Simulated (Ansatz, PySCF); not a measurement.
Species: ammonia, NH3, net charge 0, singlet state. SMILES: N
Structure (B3LYP-D3(BJ)/def2-TZVP (Ansatz, a first-principles code) minimum search):
```
N
H 1 1.0136
H 1 1.0136 2 107.33
H 1 1.0136 2 107.33 3 -115.09
```

Property: atomisation energy (electronic, to ground-state atoms), in eV. Correlated levels leave the core frozen unless marked. UHF or UKS for open shells. No spin-orbit coupling. No relativistic terms. The coupled-cluster limit lacks core correlation, which all-electron functionals hold. CBS(X,Y): correlation extrapolated as X^-3; Hartree-Fock from the larger set (for Q and 5 zeta extrapolated as (X+1)exp(-9√X)).

```
level                                program  atomisation energy (eV)
----------------------------  --------------  -----------------------
PBE-D3(BJ)/def2-TZVPD         Ansatz + dftd3               (withheld)
TPSSh-D3(BJ)/def2-TZVPD        PySCF + dftd3                    12.89
HSE06-D4/def2-TZVPD           Ansatz + dftd4                    12.76
B2GP-PLYP-D4/def2-TZVPD       Ansatz + dftd4               (withheld)
B2PLYP-D3(BJ)/def2-TZVPD      Ansatz + dftd3                    12.76
SCS-MP2/def2-SVPD                     Ansatz                    12.29
CCSD/6-31G                            Ansatz                    10.25
CCSD(T)/CBS(cc-pVQZ,cc-pV5Z)          Ansatz               (withheld)
```

**Question.** Some entries are withheld; supply them.

**Answer.** 
- PBE-D3(BJ)/def2-TZVPD, atomisation energy (eV): 13.06
- B2GP-PLYP-D4/def2-TZVPD, atomisation energy (eV): 12.64
- CCSD(T)/CBS(cc-pVQZ,cc-pV5Z), atomisation energy (eV): 12.90
